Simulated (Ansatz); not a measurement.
# MgBH (quintet): from Hartree-Fock to the top rungs, def2-TZVPP

The task here is to estimate one member of a computed series from the others.

The runs use Ansatz 0.2.0, Gaussian basis; def2-TZVPP, core rule «outside noble gas», up to 6 orbitals frozen.

To be run: UHF; ROHF; CCSD(T) on UHF.

2 further runs of the same task are left out: 2 set aside as unsound or not needed.

**The geometry**

The geometry is a PBE0/def2-TZVP stationary point (not a proven minimum) of the parent state, kept for this charge and spin.

3 atoms, charge 0, spin multiplicity 5.

Atoms are counted from 1 here; the program's logs count them from 0.

Bond lengths: B1–Mg2 2.234 Å, B1–H3 1.198 Å. Angles: Mg2–B1–H3 180.0°.

The first run:

in.yaml

```yaml
crystal:
  periodic: [false, false, false]
  atoms:
    - {symbol: B, position_ang: [0.000000, 0.000000, 0.345046]}
    - {symbol: Mg, position_ang: [0.000000, 0.000000, -1.888530]}
    - {symbol: H, position_ang: [0.000000, 0.000000, 1.543484]}
basis:
  gaussian: {orbitals: def2-TZVPP}
magnetization: {spin_polarized: true, initial_magnetization: 4}
hamiltonian: {xc: hf}
output: {orbitals: {seedname: orbitals}}
```

Launch:

```bash
ansatz run in.yaml --threads 1 --pin off --events-out ev --progress --plain --max-ram 4096MiB --backend cpu
```

Steps of the session up to this table: UHF; ROHF; CCSD(T) on UHF.

One of the session's tables, all rows but one given; the rest of the session is left out.

| method | from UCCSD(T) (meV) |
| --- | --- |
| ROHF | ? |
| UHF | +2453.2 |
| UMP2 | +568.1 |
| UCCSD | +80.2 |
| UCCSD(T) | 0 |

Q: Estimate the row for ROHF from the others.

**Answer.** from UCCSD(T) (meV): +2479.8. In the column «from UCCSD(T) (meV)» it is the highest.
